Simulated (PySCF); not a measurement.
# H2O (water): CCSD(T)/6-31G

Aim: the energy change on altering one bond length of H2O (water) at CCSD(T)/6-31G, from 2 runs. 

The results are computed with PySCF 2.14.0.

8 further runs of the same task are left out: 8 set aside as unsound or not needed.

## 1. The system as given

H2O has 3 atoms, charge 0, and is taken as a singlet. As SMILES, `O`. The shape is that of a PBE0-D4/def2-TZVP optimisation.

Bond lengths: O1–H2 0.960 Å, O1–H3 0.960 Å. Angles: H2–O1–H3 105.1°.

## 2. A single-point energy at CCSD(T)/6-31G

File calc.py:

```python
from pyscf import gto, scf, cc

molecule = gto.M(
    atom='''
O     -0.302700     0.200200    -0.140600
H      0.466500     0.548400     0.315300
H     -0.163800    -0.748600    -0.174700
''',
    verbose=4,
    spin=0,
    charge=0,
    basis='6-31g',
    max_memory=1860,
)

mf = scf.RHF(molecule)
mf.conv_tol = 1e-10
mf.kernel()
if not mf.converged:
    mf = mf.newton().run(mf.mo_coeff, mf.mo_occ)

mycc = cc.CCSD(mf, frozen=1)
mycc.kernel()
e_t = mycc.ccsd_t()
e_final = mycc.e_tot + e_t
print(f'total energy: {e_final:.8f} hartree')
```

Command:

```bash
$ OMP_NUM_THREADS=1 python calc.py
```

The program printed:

```text
PySCF version 2.14.0

[INPUT] num. atoms = 3
[INPUT] num. electrons = 10
[INPUT] charge = 0
[INPUT] spin (= nelec alpha-beta = 2S) = 0
[INPUT] symmetry False subgroup None
[INPUT] Mole.unit = angstrom
[INPUT] Symbol           X                Y                Z      unit          X                Y                Z       unit  Magmom
[INPUT]  1 O     -0.302700000000   0.200200000000  -0.140600000000 AA   -0.572020097906   0.378323170138  -0.265695493114 Bohr   0.0
[INPUT]  2 H      0.466500000000   0.548400000000   0.315300000000 AA    0.881557237110   1.036325806711   0.595830647075 Bohr   0.0
[INPUT]  3 H     -0.163800000000  -0.748600000000  -0.174700000000 AA   -0.309537139204  -1.414648976849  -0.330135153962 Bohr   0.0

nuclear repulsion = 9.17130075880099
number of shells = 9
number of NR pGTOs = 30
number of NR cGTOs = 13
basis = 6-31g
ecp = {}

******** <class 'pyscf.scf.hf.RHF'> ********
method = RHF
initial guess = minao
damping factor = 0
level_shift factor = 0
DIIS = <class 'pyscf.scf.diis.CDIIS'>
diis_start_cycle = 1
diis_space = 8
diis_damp = 0
SCF conv_tol = 1e-10
SCF conv_tol_grad = None
SCF max_cycles = 50
direct_scf = True
direct_scf_tol = 1e-13
Set gradient conv threshold to 1e-05
Initial guess from minao.
init E= -75.8301475633844
  HOMO = -0.474142897858086  LUMO = 0.123307290665638  gap/eV = 16.25745
cycle= 1 E= -75.946107338534  delta_E= -0.116  |g|= 0.419  |ddm|= 1.19
  HOMO = -0.413931813404884  LUMO = 0.208997288651024  gap/eV = 16.95076
cycle= 2 E= -75.9749084471216  delta_E= -0.0288  |g|= 0.227  |ddm|= 0.406
  HOMO = -0.50325147122291  LUMO = 0.197673244569015  gap/eV = 19.07313
cycle= 3 E= -75.9839737361106  delta_E= -0.00907  |g|= 0.0219  |ddm|= 0.142
  HOMO = -0.499481051144575  LUMO = 0.203537640661202  gap/eV = 19.13011
cycle= 4 E= -75.9841424957582  delta_E= -0.000169  |g|= 0.00351  |ddm|= 0.0223
  HOMO = -0.500787718224789  LUMO = 0.203402624125354  gap/eV = 19.16200
cycle= 5 E= -75.9841484795566  delta_E= -5.98e-06  |g|= 0.000529  |ddm|= 0.00504
  HOMO = -0.500992149066174  LUMO = 0.203374218160326  gap/eV = 19.16679
cycle= 6 E= -75.9841486342198  delta_E= -1.55e-07  |g|= 5.07e-05  |ddm|= 0.000921
  HOMO = -0.500991464035039  LUMO = 0.203372654997834  gap/eV = 19.16672
cycle= 7 E= -75.9841486356734  delta_E= -1.45e-09  |g|= 1.18e-05  |ddm|= 9.12e-05
  HOMO = -0.500987741619564  LUMO = 0.203372537932601  gap/eV = 19.16662
cycle= 8 E= -75.9841486357825  delta_E= -1.09e-10  |g|= 1.54e-06  |ddm|= 3.02e-05
  HOMO = -0.500987723497956  LUMO = 0.20337223225059  gap/eV = 19.16661
cycle= 9 E= -75.9841486357841  delta_E= -1.59e-12  |g|= 1.72e-07  |ddm|= 4.11e-06
  HOMO = -0.500987723932824  LUMO = 0.203372222893652  gap/eV = 19.16661
Extra cycle  E= -75.9841486357841  delta_E= -1.42e-14  |g|= 5.19e-08  |ddm|= 1.94e-07
converged SCF energy = -75.9841486357841

******** <class 'pyscf.cc.ccsd.CCSD'> ********
CC2 = 0
CCSD nocc = 4, nmo = 12
frozen orbitals 1
max_cycle = 50
direct = 0
conv_tol = 1e-07
conv_tol_normt = 1e-05
diis_space = 6
diis_start_cycle = 0
diis_start_energy_diff = 1e+09
Init t2, MP2 energy = -76.1120865921881  E_corr(MP2) -0.127937956404005
Init E_corr(CCSD) = -0.127937956404006
cycle = 1  E_corr(CCSD) = -0.130320649233434  dE = -0.00238269283  norm(t1,t2) = 0.0229468
cycle = 2  E_corr(CCSD) = -0.133177858157829  dE = -0.00285720892  norm(t1,t2) = 0.00831376
cycle = 3  E_corr(CCSD) = -0.134497022540555  dE = -0.00131916438  norm(t1,t2) = 0.00331832
cycle = 4  E_corr(CCSD) = -0.134614361297204  dE = -0.000117338757  norm(t1,t2) = 0.00055036
cycle = 5  E_corr(CCSD) = -0.134601338498417  dE = 1.30227988e-05  norm(t1,t2) = 0.000206203
cycle = 6  E_corr(CCSD) = -0.134598118134991  dE = 3.22036343e-06  norm(t1,t2) = 5.18113e-05
cycle = 7  E_corr(CCSD) = -0.134598539303833  dE = -4.21168842e-07  norm(t1,t2) = 1.08172e-05
cycle = 8  E_corr(CCSD) = -0.134598166720902  dE = 3.72582931e-07  norm(t1,t2) = 2.91146e-06
cycle = 9  E_corr(CCSD) = -0.134598166516112  dE = 2.04790684e-10  norm(t1,t2) = 5.27547e-07
CCSD converged
E(CCSD) = -76.11874680230021  E_corr = -0.1345981665161116
CCSD(T) correction = -0.000989741749613773
total energy: -76.11973654 hartree
```

Wall time 0.59 s (1 thread of Intel Xeon Platinum 8375C at 2.90GHz (Ice Lake), shared host); peak memory 0.1 GiB.

## 3. The distorted shape at the same level

File job.py:

```python
from pyscf import gto, cc

mol = gto.M(
    atom=[
    ('O', (-0.469374, 1.338718, -0.099682)),
    ('H', (0.299826, 1.686918, 0.356218)),
    ('H', (-0.163800, -0.748600, -0.174700)),
],
    verbose=4,
    max_memory=1860,
    basis='6-31g',
)

hf = mol.RHF()
hf.conv_tol = 1e-10
hf.kernel()
if not hf.converged:
    hf = hf.newton().run(hf.mo_coeff, hf.mo_occ)

mycc = cc.CCSD(hf, frozen=1)
mycc.kernel()
e_t = mycc.ccsd_t()
etot = mycc.e_tot + e_t
print('Final energy', etot)
```

Command:

```bash
$ OMP_NUM_THREADS=1 python job.py
```

The program printed:

```text
PySCF version 2.14.0

[INPUT] num. atoms = 3
[INPUT] num. electrons = 10
[INPUT] charge = 0
[INPUT] spin (= nelec alpha-beta = 2S) = 0
[INPUT] symmetry False subgroup None
[INPUT] Mole.unit = angstrom
[INPUT] Symbol           X                Y                Z      unit          X                Y                Z       unit  Magmom
[INPUT]  1 O     -0.469374000000   1.338718000000  -0.099682000000 AA   -0.886988309992   2.529810378025  -0.188371679549 Bohr   0.0
[INPUT]  2 H      0.299826000000   1.686918000000   0.356218000000 AA    0.566589025024   3.187813014599   0.673154460640 Bohr   0.0
[INPUT]  3 H     -0.163800000000  -0.748600000000  -0.174700000000 AA   -0.309537139204  -1.414648976849  -0.330135153962 Bohr   0.0

nuclear repulsion = 6.62604287675883
number of shells = 9
number of NR pGTOs = 30
number of NR cGTOs = 13
basis = 6-31g
ecp = {}

******** <class 'pyscf.scf.hf.RHF'> ********
method = RHF
initial guess = minao
damping factor = 0
level_shift factor = 0
DIIS = <class 'pyscf.scf.diis.CDIIS'>
diis_start_cycle = 1
diis_space = 8
diis_damp = 0
SCF conv_tol = 1e-10
SCF conv_tol_grad = None
SCF max_cycles = 50
direct_scf = True
direct_scf_tol = 1e-13
Set gradient conv threshold to 1e-05
[... 1 set-up line as earlier in the session ...]
init E= -75.3653431432443
  HOMO = -0.432128594592755  LUMO = -0.14991350516873  gap/eV = 7.67946
cycle= 1 E= -75.5587171686425  delta_E= -0.193  |g|= 0.706  |ddm|= 1.16
  HOMO = -0.160584234326965  LUMO = -0.050026895347012  gap/eV = 3.00842
cycle= 2 E= -75.4950279629069  delta_E= 0.0637  |g|= 1.05  |ddm|= 1.39
  HOMO = -0.374891000994155  LUMO = -0.0895295585857216  gap/eV = 7.76508
cycle= 3 E= -75.7420435280292  delta_E= -0.247  |g|= 0.114  |ddm|= 0.698
  HOMO = -0.410592371295122  LUMO = -0.0466756562579966  gap/eV = 9.90268
cycle= 4 E= -75.7455764594055  delta_E= -0.00353  |g|= 0.0652  |ddm|= 0.102
  HOMO = -0.405089404202913  LUMO = -0.039180191776051  gap/eV = 9.95690
cycle= 5 E= -75.7466447845889  delta_E= -0.00107  |g|= 0.00639  |ddm|= 0.062
  HOMO = -0.404106977228321  LUMO = -0.0390557878810842  gap/eV = 9.93355
cycle= 6 E= -75.7466584439947  delta_E= -1.37e-05  |g|= 0.000947  |ddm|= 0.00888
  HOMO = -0.404040180154495  LUMO = -0.0389692824220946  gap/eV = 9.93409
cycle= 7 E= -75.7466586840532  delta_E= -2.4e-07  |g|= 0.000144  |ddm|= 0.0009
  HOMO = -0.404029868124536  LUMO = -0.0389504865527721  gap/eV = 9.93432
cycle= 8 E= -75.7466586938792  delta_E= -9.83e-09  |g|= 2.54e-05  |ddm|= 0.000261
  HOMO = -0.404032456412442  LUMO = -0.0389506438104918  gap/eV = 9.93438
cycle= 9 E= -75.7466586943015  delta_E= -4.22e-10  |g|= 7.79e-06  |ddm|= 4.25e-05
  HOMO = -0.404032742986795  LUMO = -0.0389522308660541  gap/eV = 9.93435
cycle= 10 E= -75.7466586944172  delta_E= -1.16e-10  |g|= 1.71e-06  |ddm|= 2.97e-05
  HOMO = -0.404033482811953  LUMO = -0.0389517298370734  gap/eV = 9.93438
cycle= 11 E= -75.7466586944224  delta_E= -5.17e-12  |g|= 2.52e-07  |ddm|= 6.74e-06
  HOMO = -0.404033462960081  LUMO = -0.0389517716255559  gap/eV = 9.93438
Extra cycle  E= -75.7466586944224  delta_E= -4.26e-14  |g|= 1.62e-07  |ddm|= 3.88e-07
converged SCF energy = -75.7466586944224

******** <class 'pyscf.cc.ccsd.CCSD'> ********
CC2 = 0
CCSD nocc = 4, nmo = 12
frozen orbitals 1
max_cycle = 50
direct = 0
conv_tol = 1e-07
conv_tol_normt = 1e-05
diis_space = 6
diis_start_cycle = 0
diis_start_energy_diff = 1e+09
Init t2, MP2 energy = -75.9350621682957  E_corr(MP2) -0.188403473873333
Init E_corr(CCSD) = -0.188403473873344
cycle = 1  E_corr(CCSD) = -0.189620125260087  dE = -0.00121665139  norm(t1,t2) = 0.103318
cycle = 2  E_corr(CCSD) = -0.207473813910825  dE = -0.0178536887  norm(t1,t2) = 0.0774153
cycle = 3  E_corr(CCSD) = -0.216770512554066  dE = -0.00929669864  norm(t1,t2) = 0.0397385
cycle = 4  E_corr(CCSD) = -0.221301463300007  dE = -0.00453095075  norm(t1,t2) = 0.0154497
cycle = 5  E_corr(CCSD) = -0.221797833146658  dE = -0.000496369847  norm(t1,t2) = 0.00393656
cycle = 6  E_corr(CCSD) = -0.221265263180214  dE = 0.000532569966  norm(t1,t2) = 0.00242238
cycle = 7  E_corr(CCSD) = -0.221620757531935  dE = -0.000355494352  norm(t1,t2) = 0.000932724
cycle = 8  E_corr(CCSD) = -0.221493585202684  dE = 0.000127172329  norm(t1,t2) = 0.000423482
cycle = 9  E_corr(CCSD) = -0.221489832282007  dE = 3.75292068e-06  norm(t1,t2) = 6.32764e-05
cycle = 10  E_corr(CCSD) = -0.221494921117099  dE = -5.08883509e-06  norm(t1,t2) = 2.81341e-05
cycle = 11  E_corr(CCSD) = -0.221494707202963  dE = 2.13914136e-07  norm(t1,t2) = 9.19069e-06
cycle = 12  E_corr(CCSD) = -0.221493554866592  dE = 1.15233637e-06  norm(t1,t2) = 3.25344e-06
cycle = 13  E_corr(CCSD) = -0.221493566334672  dE = -1.14680804e-08  norm(t1,t2) = 1.27869e-06
CCSD converged
E(CCSD) = -75.96815226075707  E_corr = -0.221493566334672
CCSD(T) correction = -0.00860785940357265
Final energy -75.97676012016063
```

Run time: 0.73 s. Hardware: 1 thread of Intel Xeon Platinum 8375C at 2.90GHz (Ice Lake), shared host; peak memory 0.12 GiB.

## 4. Outcome

Level: CCSD(T)/6-31G, 1 core orbital frozen.

```
                                                         quantity         value
                                        first shape: total energy  -76.11974 Eh
                first shape: dipole moment (Hartree–Fock density)        2.62 D
                 first shape: HOMO energy (Hartree–Fock orbitals)     -13.63 eV
                 first shape: LUMO energy (Hartree–Fock orbitals)       5.53 eV
               first shape: HOMO–LUMO gap (Hartree–Fock orbitals)      19.17 eV
          first shape: correlation energy (1 core orbital frozen)    -135.6 mEh
                                      first shape: (T) correction     -0.99 mEh
                                       first shape: T1 diagnostic         0.007
                                    distorted shape: total energy  -75.97676 Eh
            distorted shape: dipole moment (Hartree–Fock density)        2.44 D
             distorted shape: HOMO energy (Hartree–Fock orbitals)     -10.99 eV
             distorted shape: LUMO energy (Hartree–Fock orbitals)      -1.06 eV
           distorted shape: HOMO–LUMO gap (Hartree–Fock orbitals)       9.93 eV
      distorted shape: correlation energy (1 core orbital frozen)    -230.1 mEh
                                  distorted shape: (T) correction     -8.61 mEh
                                   distorted shape: T1 diagnostic         0.034
energy change with the O1–H3 bond stretched from 0.960 to 2.111 Å      3.891 eV
```

One bond (distorted shape) is far stretched, which a spin-restricted single reference describes badly; perturbation theory on it can break down and give far too much correlation. With the O1–H3 bond stretched from 0.960 to 2.111 Å the energy rises by 3.89 eV (375 kJ/mol). The first shape isn't relaxed at this level, so the change isn't measured from a minimum. A restricted reference can't describe the breaking bond well at this length. The triples (first shape) make up 0.7 % of the correlation energy. The T1 diagnostic (distorted shape) of 0.034 is above the customary mark for such species, so a single reference may not serve. The triples (distorted shape) make up 3.7 % of the correlation energy.
